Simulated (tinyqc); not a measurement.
Worked calculation: geometry optimisation on the UHF/sto-6g surface (energies and gradients from PySCF), for CH, spin multiplicity 4. Computed by tinyqc, a small Python program that keeps every step (integrals from PySCF). Settings: charge = 0, multiplicity = 4, basis = sto-6g, optimiser = bfgs, first Hessian = 1.0, largest step = 0.1, iteration cap = 30. Command: `OMP_NUM_THREADS=1 python tinyqc.py 23740 23741 out.jsonl` (the two numbers bound the seeds that draw the settings). One thread of a shared host (Intel(R) Xeon(R) Processor @ 2.60GHz), about 0.5 s of CPU time with the checks.

## Step 1: energy and gradient

positions at the start (bohr):
```
         x       y       z
1C  0.0000  0.0000  0.0000
2H  0.0000  0.0000  2.1448
```

Self-consistent energy and analytic gradient at these positions.

energy = -38.167556 hartree

gradient (hartree/bohr):
```
           x         y          z
1C  0.000000  0.000000  -0.049066
2H  0.000000  0.000000   0.049066
```

## Step 1: move

Quasi-Newton step p = -H^(-1) g (first H = 1 times the unit matrix); steps longer than 0.1 bohr are cut back.

positions after step 1 (bohr):
```
         x       y       z
1C  0.0000  0.0000  0.0491
2H  0.0000  0.0000  2.0958
```

## Step 2: energy and gradient

As before.

energy = -38.170503 hartree

gradient (hartree/bohr):
```
           x         y          z
1C  0.000000  0.000000  -0.009192
2H  0.000000  0.000000   0.009192
```

## Step 2: move

inverse Hessian in use (bohr^2/hartree), lower triangle:
```
        1       2        3       4       5       6
1  1.0000
2  0.0000  1.0000
3  0.0000  0.0000   1.1153
4  0.0000  0.0000   0.0000  1.0000
5  0.0000  0.0000   0.0000  0.0000  1.0000
6  0.0000  0.0000  -0.1153  0.0000  0.0000  1.1153
```

Quasi-Newton step p = -H^(-1) g (the inverse Hessian comes from BFGS updates; coordinates in the order x, y, z of each atom); steps longer than 0.1 bohr are cut back.

positions after step 2 (bohr):
```
         x       y       z
1C  0.0000  0.0000  0.0604
2H  0.0000  0.0000  2.0845
```

## Convergence

Stop when the largest gradient component is below 3e-5 hartree/bohr. The inverse Hessian follows the BFGS update with s = step, y = change of gradient.

Course of the optimisation:
```
step  E (hartree)  largest gradient (hartree/bohr)
1      -38.167556                         4.91e-02
2      -38.170503                         9.19e-03
3      -38.170590                         1.63e-03
4      -38.170592                         4.29e-05
5      -38.170592                         1.93e-07
```

Final distances (angstrom):
```
pair   distance
2H-1C    1.0729
```

Converged in 5 steps.
